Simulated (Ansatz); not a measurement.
**C₃H₅ radical: a ladder of functionals and wavefunction methods**

One table from this session's results is given with a row withheld; the runs are named, their logs left out.

Program: Ansatz 0.2.0, Gaussian basis. Level of theory: functionals in def2-TZVPP, the program's frozen cores in correlated methods. These are calculated values, not measurements.

Plan: LDA (SPW92), PBE-D4, revPBE-D4, BLYP-D4, r2SCAN-D4, B97M-V, PBE0-D4, B3LYP-D4, r2SCANh-D4, r2SCAN0-D4, HSE06-D4, BHLYP-D4, CAM-B3LYP-D4, LC-ωPBE, ωB97X-V, ωB97M-V, B2PLYP, PBE-QIDH; CCSD(T)/def2-SVP; CCSD(T)/def2-TZVPP; CCSD(T)/def2-QZVPP; extrapolation to the limit; RPA on PBE.

## The geometry

The geometry comes from an earlier relaxation with PBE0-D4 in a triple-zeta def2 set; it is a stationary point, not always the lowest conformer.

SMILES `[CH]1CC1`, 8 atoms, charge 0, spin multiplicity 2.

Atoms are counted from 1 here; the program's logs count them from 0.

Bond lengths: C1–C2 1.459 Å, C1–C3 1.459 Å, C1–H4 1.079 Å, C2–C3 1.523 Å, C2–H5 1.087 Å, C2–H6 1.087 Å, C3–H7 1.087 Å, C3–H8 1.087 Å. Angles: C2–C1–C3 62.9°, C2–C1–H4 132.7°, C3–C1–H4 132.7°, C1–C2–C3 58.5°, C1–C2–H5 119.2°, C1–C2–H6 118.9°, C3–C2–H5 119.0°, C3–C2–H6 116.7°, H5–C2–H6 113.8°, C1–C3–C2 58.5°, C1–C3–H7 118.9°, C1–C3–H8 119.2°, C2–C3–H7 116.7°, C2–C3–H8 119.0°, H7–C3–H8 113.8°.

The first run:

Input file in.yaml:

```yaml
crystal:
  periodic: [false, false, false]
  atoms:
    - {symbol: C, position_ang: [-0.922350, -0.237270, -0.208902]}
    - {symbol: C, position_ang: [0.037439, 0.758934, 0.254354]}
    - {symbol: C, position_ang: [0.443585, -0.691156, 0.028681]}
    - {symbol: H, position_ang: [-1.570516, -0.284719, -1.070573]}
    - {symbol: H, position_ang: [0.388644, 1.518561, -0.439036]}
    - {symbol: H, position_ang: [-0.013710, 1.097516, 1.285585]}
    - {symbol: H, position_ang: [0.653196, -1.283791, 0.914989]}
    - {symbol: H, position_ang: [1.075911, -0.935173, -0.820897]}
basis:
  gaussian: {orbitals: def2-TZVPP}
magnetization: {spin_polarized: true, initial_magnetization: 1}
hamiltonian: {xc: lda}
output: {orbitals: {seedname: orbitals}}
```

The run is started by

```sh
ansatz run in.yaml --threads 2 --pin off --events-out ev --progress --plain --max-ram 32768MiB --backend cpu
```

Steps of the session up to this table: LDA; PBE-D4 (GGA); revPBE-D4 (GGA); BLYP-D4 (GGA); r2SCAN-D4 (meta-GGA); B97M-V (meta-GGA); PBE0-D4 (hybrid); B3LYP-D4 (hybrid); r2SCANh-D4 (hybrid); r2SCAN0-D4 (hybrid); HSE06-D4 (hybrid); BHLYP-D4 (hybrid); CAM-B3LYP-D4 (range-separated); LC-ωPBE (range-separated); ωB97X-V (range-separated); ωB97M-V (range-separated); B2PLYP (double hybrid); PBE-QIDH (double hybrid).

One of the session's tables, all rows but one given; the rest of the session is left out.

It belongs to the step «Orbital energies across the functionals». 

| functional | HOMO (eV) | LUMO (eV) | gap (eV) |
| --- | --- | --- | --- |
| LDA (SPW92) | -4.84 | -3.27 | 1.58 |
| PBE-D4 | -4.90 | -2.73 | 2.17 |
| revPBE-D4 | -4.88 | -2.59 | 2.29 |
| BLYP-D4 | -4.72 | -2.77 | 1.95 |
| r2SCAN-D4 | -5.34 | -2.00 | 3.34 |
| B97M-V | -5.10 | -2.44 | 2.66 |
| PBE0-D4 | -6.31 | -1.46 | 4.85 |
| B3LYP-D4 | -5.99 | -1.95 | 4.04 |
| r2SCANh-D4 | -5.86 | -1.58 | 4.28 |
| r2SCAN0-D4 | -6.64 | -0.97 | 5.67 |
| HSE06-D4 | -5.90 | -1.85 | 4.05 |
| BHLYP-D4 | -7.54 | -0.34 | 7.19 |
| CAM-B3LYP-D4 | -7.64 | -0.46 | 7.18 |
| LC-ωPBE | -9.16 | 1.08 | 10.24 |
| ωB97X-V | ? | ? | ? |
| ωB97M-V | -8.34 | 0.41 | 8.75 |

Estimate the missing values for ωB97X-V.

As computed: HOMO (eV): -8.57; LUMO (eV): 0.53; gap (eV): 9.10. In the column «HOMO (eV)» it lies between LC-ωPBE (-9.16) and ωB97M-V (-8.34).
